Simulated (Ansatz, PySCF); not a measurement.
Scan of H₂S, singlet: symmetric bend, bond length relaxed. Scanned: H-S-H angle. Other coordinates (S-H bond length) were minimised at PBE0/def2-TZVP.

Levels: RHF/6-31G* = restricted Hartree-Fock/6-31G*, spherical d (PySCF); RKS-B3LYP/6-31G* = restricted B3LYP/6-31G*, spherical d run with PySCF; CCSD/aug-cc-pVQZ = CCSD on RHF/aug-cc-pVQZ, frozen core (Ansatz, an electronic-structure program).

Energies in kJ/mol, each method relative to its own lowest point.

```csv
a / °,RHF/6-31G*,RKS-B3LYP/6-31G*,CCSD/aug-cc-pVQZ
180,—,301.3,294.9
167,(withheld),277.7,269.9
157,260.8,233.6,225.7
147,197.2,179.5,173.0
137,136.0,125.6,121.1
127,82.8,77.9,75.2
117,40.9,39.8,38.4
107,12.8,13.3,12.9
97,0.0,0.0,0.0
87,4.2,(withheld),(withheld)
77,26.5,18.1,16.2
67,(withheld),50.8,45.8
60,(withheld),82.7,74.4
```

**Question.** Fill in the missing entries.

**Answer.** 
- 167, RHF/6-31G*: 315.7
- 87, RKS-B3LYP/6-31G*: 1.2
- 87, CCSD/aug-cc-pVQZ: 0.9
- 67, RHF/6-31G*: 67.2
- 60, RHF/6-31G*: 105.5

Dashes: no converged value, or the column stops at the first point that the program doubted or that broke a chosen test of continuity, which isn't proof of a fault.
